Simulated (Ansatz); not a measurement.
The first iterations of a band of C3H4Cl2 (9 atoms, charge 0, multiplicity 1).

These are results of RKS PBE/def2-SVP (Ansatz), not measurements.

```json
{
 "movable images": "7",
 "climbing image": "yes",
 "spring": "5.0 eV/Å²",
 "optimiser": "quadratic models (default)",
 "start path": "IDPP",
 "force threshold": "0.05 eV/Å",
 "iteration limit": "60",
 "end points": "relaxed"
}
```

First end point:

```xyz
9
Properties=species:S:1:pos:R:3
C -0.250 -1.018 -0.529
C 0.495 0.152 0.024
Cl 2.234 0.111 -0.215
C -0.008 1.222 0.678
Cl -1.703 1.427 1.002
H -1.333 -0.911 -0.335
H -0.083 -1.105 -1.622
H 0.110 -1.962 -0.068
H 0.627 2.038 1.049
```

Last end point:

```xyz
9
Properties=species:S:1:pos:R:3
C -0.391 -0.839 -0.719
C 0.349 0.336 -0.171
Cl 1.424 1.135 -1.307
C 0.288 0.847 1.078
Cl -0.721 0.184 2.327
H -1.012 -0.539 -1.588
H 0.318 -1.614 -1.079
H -1.044 -1.279 0.057
H 0.877 1.722 1.386
```

| iteration | highest image above the first end (eV) | largest band force component (eV/Å) |
| --- | --- | --- |
| 1 | 0.091 | 0.494 |
| 2 | 0.070 | 0.358 |

Problem. Does the band converge within its limit, and where does its top end?

Solution. The forces met the threshold. It ended after 5 iterations with the highest image 0.064 eV above the first end. A vibrational analysis at the climbing image gives one clearly imaginary mode, 151i cm⁻¹: a first-order saddle point.

The run took 81 s on 2 threads of Intel(R) Xeon(R) Platinum 8259CL CPU @ 2.50GHz (Skylake/Cascade Lake), with other jobs on the host, peak memory 0.16 GiB.
